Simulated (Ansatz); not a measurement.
C2H5B, SMILES `BC=C`, relaxed with RKS PBE-D4/def2-SVP in Ansatz 0.2.0 from a rough embedded geometry. The force threshold is 0.03 eV/Å; the program also tests the step.

Total charge 0; spin multiplicity 1.

Start:

```xyz
8

B     0.566    1.098   -0.187
C    -0.342   -0.090   -0.392
C    -0.309   -1.095    0.472
H     1.288    1.198    0.698
H     0.582    2.032   -0.980
H    -1.027   -0.091   -1.251
H     0.298   -1.123    1.324
H    -1.056   -1.928    0.316
```

```csv
step,energy (eV),largest force (eV/Å),largest move (Å)
1,-2823.8279,2.563,0.000
2,-2824.0005,1.689,0.101
3,-2824.0743,0.140,0.073
4,-2824.0762,0.074,0.012
5,-2824.0768,0.016,0.011
```

End:

```xyz
8

B     0.580    1.143   -0.214
C    -0.363   -0.065   -0.414
C    -0.366   -1.105    0.461
H     1.328    1.159    0.748
H     0.596    2.079   -0.994
H    -1.057   -0.118   -1.272
H     0.306   -1.107    1.337
H    -1.025   -1.985    0.348
```

Hardware: 2 threads of a server CPU on a shared host. Wall time 4.4 s, peak host memory 0.12 GiB.
